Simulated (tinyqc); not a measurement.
Starting guesses with DIIS over 6 matrices: SCF starting guesses in the sto-3g basis, for H3O+, spin multiplicity 1. Computed by the program tinyqc with PySCF. RHF with one setting changed at a time; a run stops when the energy changes by less than 1e-09 hartree and the error matrix is below 1e-5. Starts: the lowest orbitals of the core Hamiltonian, of the Wolfsberg-Helmholz matrix (K = 1.75), projected atomic densities, random orbitals, and the highest orbitals of the core Hamiltonian (a deliberately bad start).

Geometry (angstrom):

| atom | x | y | z |
|---|---|---|---|
| O | 0.0000 | 0.0000 | 0.0780 |
| H | 1.1750 | 0.0000 | 0.0000 |
| H | -0.5880 | 1.0180 | 0.0000 |
| H | -0.5880 | -1.0180 | 0.0000 |

lowest restricted solution found by these runs and by PySCF = -75.238624 hartree

Largest element of the error matrix X^T (FDS - SDF) X:

| iteration | core | Wolfsberg-Helmholz | atomic densities | random | highest core orbitals |
|---|---|---|---|---|---|
| 1 | 5.9e-01 | 4.1e-01 | 7.9e-01 | 1.2e+01 | 2.0e-01 |
| 2 | 3.3e-01 | 1.4e-01 | 3.6e-01 | 5.4e-01 | 6.3e-01 |
| 3 | 1.7e-02 | 3.3e-02 | 2.6e-02 | 1.5e-01 | 6.5e-01 |
| 4 | 4.9e-03 | 6.4e-03 | 6.1e-03 | 4.7e-02 | 6.4e-01 |
| 5 | 2.4e-03 | 4.7e-04 | 2.8e-04 | 9.9e-03 | 6.4e-01 |
| 6 | 2.8e-04 | 5.6e-05 | 4.7e-05 | 1.8e-03 | 6.6e-01 |
| 8 | 2.2e-07 | 4.9e-08 | 3.2e-08 | 1.1e-04 | 1.2e-01 |
| 10 | - | - | - | 2.5e-06 | 1.2e-02 |
| 14 | - | - | - | - | 2.7e-05 |

How each run ends:

| run | iterations | E (hartree) | state |
|---|---|---|---|
| core | 8 | -75.23862 | lowest found |
| Wolfsberg-Helmholz | 8 | -75.23862 | lowest found |
| atomic densities | 8 | -75.23862 | lowest found |
| random | 10 | -75.23862 | lowest found |
| highest core orbitals | 16 | -75.23862 | lowest found |

What does the comparison show, and why?

5 of 5 runs reach the lowest restricted solution found, in 8 to 16 iterations (fastest: core, Wolfsberg-Helmholz, atomic densities). The first errors are 6e-01, 4e-01, 8e-01, 1e+01, 2e-01; the deliberately bad start has the smallest one, so a small first error does not mark a good start.
